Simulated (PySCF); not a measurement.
System (SMILES): Cl (HCl).
Geometry (B3LYP-D3(BJ)/def2-TZVP, fixed):
```xyz
2

Cl     0.0000     0.0000    -0.0712
H      0.0000     0.0000     1.2108
```
Charge 0, spin multiplicity 1.

Basis-set convergence of the isotropic shielding of Cl1 at PBE with PySCF. GIAO, no density fitting; atoms are numbered in the order shown. All functions are spherical. No added dispersion term, no relativity. Reference: the value in pcSseg-3, 938.05 ppm, itself unsure by roughly 0.59 ppm (its mean distance from pcseg-4, cc-pCVQZ, cc-pV(5+d)Z). Deviations are taken from unrounded values.

| basis | functions | isotropic shielding of Cl1 (ppm) | minus reference (ppm) |
|---|---|---|---|
| STO-3G | 10 | 1009.98 | 71.94 |
| 3-21G | 15 | 933.75 | -4.30 |
| 6-31G | 15 | 919.05 | -19.00 |
| pcseg-0 | 15 | 944.62 | 6.57 |
| 6-31G** | 23 | 933.73 | -4.31 |
| pcseg-1 | 23 | 934.61 | -3.43 |
| 6-311+G** | 36 | 944.40 | 6.35 |
| aug-pcseg-1 | 36 | 937.85 | -0.19 |
| cc-pV(T+d)Z | 53 | 943.04 | 4.99 |
| def2-TZVPD | 55 | 932.57 | -5.48 |
| def2-TZVPPD | 68 | 934.17 | -3.88 |
| aug-cc-pV(T+d)Z | 78 | 946.29 | 8.24 |
| pcseg-4 | 166 | 937.09 | -0.95 |

The smallest set listed that lies within 10 ppm of the reference with all its larger relatives (same family, alike in diffuse functions; a set with none counts only in the reference's own line) is pcseg-0 (15 functions, 6.57 ppm off). Inside the window by cancellation, since a larger relative falls out: 3-21G. (Relatives not listed, tested too: 6-31G* -17.57, 6-311G** 4.64, 6-311++G(2d,2p) 5.16, pcseg-2 0.04, 6-311++G(3df,3pd) 2.63, aug-pcseg-2 2.70, cc-pV(Q+d)Z 8.00, pcseg-3 -1.10, def2-QZVPPD 1.87, aug-cc-pV(Q+d)Z 9.58, aug-pcseg-3 -0.53, cc-pV(5+d)Z 0.14 ppm.)
